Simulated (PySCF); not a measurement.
CH2, SMILES [CH2] (connectivity only; charge and spin as stated), neutral, multiplicity 1.

Geometry: B3LYP-D3(BJ)/def2-TZVPD. The isomer is the one that the SMILES or the coordinates give; other isomers of the formula were not compared.

These are PySCF with PBE/def2-TZVPD values and carry that method's errors.

Symmetry labels are those of the subgroup C2v that the program uses (full group C2v).

Q: List the valence orbital energies around the gap with their symmetry. (An estimate is asked for; the answer gives what the named calculation found.)

A: 
```tsv
orbital	symmetry	energy (eV)
HOMO−3	A1	-271.07
HOMO−2	A1	-16.71
HOMO−1	B2	-10.01
HOMO	A1	-5.95
LUMO	B1	-5.02
LUMO+1	A1	-0.04
LUMO+2	B2	1.82
LUMO+3	A1	2.71
```
